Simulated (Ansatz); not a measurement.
Reaction (SMILES): FCl (F-Cl) → Cl atom + F atom
B3LYP-D3(BJ)/def2-TZVP geometries, fixed; electronic energies without zero-point terms.
Largest species:
```
F
Cl 1 1.6409
```
Charge 0, spin multiplicity 1.

Basis-set convergence of the atomisation energy at PBE0 with Ansatz (a first-principles code). Cartesian d functions, on some or all atoms, in 6-311G**, 6-311+G**; all else is spherical. The program fits the integrals of some runs and decomposes those of others, by size. Open shells are unrestricted. No added dispersion term, no relativity. Functions are those of the species that has most. Reference: the value in aug-cc-pV(5+d)Z, 61.25 kcal/mol, itself unsure by roughly 0.08 kcal/mol (its mean distance from pcseg-4, aug-pcseg-3, aug-cc-pV(Q+d)Z). Deviations are taken from unrounded values.

| basis | functions | atomisation energy (kcal/mol) |
|---|---|---|
| def2-SVP | 32 | 55.57 |
| def2-SVPD | 50 | 55.49 |
| pcseg-1 | 32 | 53.33 |
| aug-pcseg-1 | 50 | 56.26 |
| cc-pV(D+d)Z | 37 | 54.83 |
| aug-cc-pV(D+d)Z | 55 | 58.92 |
| 6-311G** | 45 | 51.23 |
| 6-311+G** | 53 | 52.28 |
| pcseg-2 | 64 | 59.89 |
| aug-pcseg-2 | 96 | 60.82 |
| def2-TZVP | 68 | 60.23 |
| def2-TZVPD | 86 | 60.54 |
| cc-pV(T+d)Z | 69 | 60.20 |
| aug-cc-pV(T+d)Z | 101 | 60.74 |
| def2-TZVPP | 73 | 60.27 |
| def2-TZVPPD | 91 | 60.57 |
| cc-pV(Q+d)Z | 119 | 61.09 |
| aug-cc-pV(Q+d)Z | 169 | 61.19 |
| pcseg-3 | 124 | 61.28 |
| aug-pcseg-3 | 174 | 61.34 |
| def2-QZVPP | 127 | 60.96 |
| def2-QZVPPD | 145 | 61.03 |
| cc-pV(5+d)Z | 191 | 61.19 |
| aug-cc-pV(5+d)Z | 263 | 61.25 |

What the diffuse functions change, pair by pair:
- def2-SVP to def2-SVPD: 18 more functions, deviation -5.68 to -5.76 kcal/mol
- pcseg-1 to aug-pcseg-1: 18 more functions, deviation -7.93 to -4.99 kcal/mol
- cc-pV(D+d)Z to aug-cc-pV(D+d)Z: 18 more functions, deviation -6.42 to -2.33 kcal/mol
- 6-311G** to 6-311+G**: 8 more functions, deviation -10.02 to -8.97 kcal/mol
- pcseg-2 to aug-pcseg-2: 32 more functions, deviation -1.36 to -0.44 kcal/mol
- def2-TZVP to def2-TZVPD: 18 more functions, deviation -1.02 to -0.71 kcal/mol
- cc-pV(T+d)Z to aug-cc-pV(T+d)Z: 32 more functions, deviation -1.05 to -0.51 kcal/mol
- def2-TZVPP to def2-TZVPPD: 18 more functions, deviation -0.98 to -0.68 kcal/mol
- cc-pV(Q+d)Z to aug-cc-pV(Q+d)Z: 50 more functions, deviation -0.16 to -0.06 kcal/mol
- pcseg-3 to aug-pcseg-3: 50 more functions, deviation 0.03 to 0.09 kcal/mol
- def2-QZVPP to def2-QZVPPD: 18 more functions, deviation -0.30 to -0.22 kcal/mol
- cc-pV(5+d)Z to aug-cc-pV(5+d)Z: 72 more functions, deviation -0.06 to 0.00 kcal/mol

Leaving out the reference's own pair, they bring the value nearer the reference by more than 0.08 kcal/mol in 8 of 11 pairs.
